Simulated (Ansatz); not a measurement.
# Si₂H₃⁺, singlet: from triple and quadruple zeta to the limit

```yaml
atoms:
  - { symbol: Si, position_ang: [0.0000, 0.0235, 1.0897] }
  - { symbol: Si, position_ang: [0.0000, -0.0769, -1.1897] }
  - { symbol: H, position_ang: [0.0000, 1.2166, 1.9857] }
  - { symbol: H, position_ang: [0.0000, -1.1800, 1.9697] }
  - { symbol: H, position_ang: [0.0000, 1.4507, -1.1705] }
```

Connectivity, by distances: SiH2–SiH.

Ansatz 0.2.0, RHF determinant, valence electrons correlated. Energies in eV.

| set | X | functions | Hartree–Fock | MP2 correlation | CCSD(T) correlation | time |
| --- | --- | --- | --- | --- | --- | --- |
| def2-TZVPPD | 3 | 147 | -15762.1696 | -5.2323 | -6.6259 | 5.5 s on 1 × NVIDIA H100 80GB HBM3 with 1 thread of AMD EPYC 7R13 Processor (Zen 3) (shared host) |
| def2-QZVPPD | 4 | 251 | -15762.6202 | -5.6046 | -6.9212 | 8 s on 1 × NVIDIA H100 80GB HBM3 with 1 thread of AMD EPYC 7R13 Processor (Zen 3), on a shared host |

Hartree–Fock is taken to follow E(X) = E∞ + A·exp(−7.88·√X), correlation E(X) = E∞ + B·X^−2.97.

Cautions: restricted determinant unstable towards unrestricted.

Problem. Work out the CCSD(T) energy at the limit, and how far the shortcut misses it that extrapolates MP2 and adds CCSD(T) minus MP2 from the smaller set.

Solution. Hartree–Fock: E∞ = E4 + 0.1377·(E4 − E3) = -15762.6823. Correlation: E∞ = E4 + 0.7407·(E4 − E3) = -7.1400 for CCSD(T) and -5.8804 for MP2. The limit is -15769.8223 eV, 0.281 eV below def2-QZVPPD. The shortcut gives a correlation energy of -5.8804 + (-1.3936) = -7.2739, 134 meV lower than the direct value.

Past Ne part of the Hartree–Fock step between the two sets comes from the cores, which don't follow the formula, so the 62 meV that it adds to the total can overshoot; that part largely cancels in differences.
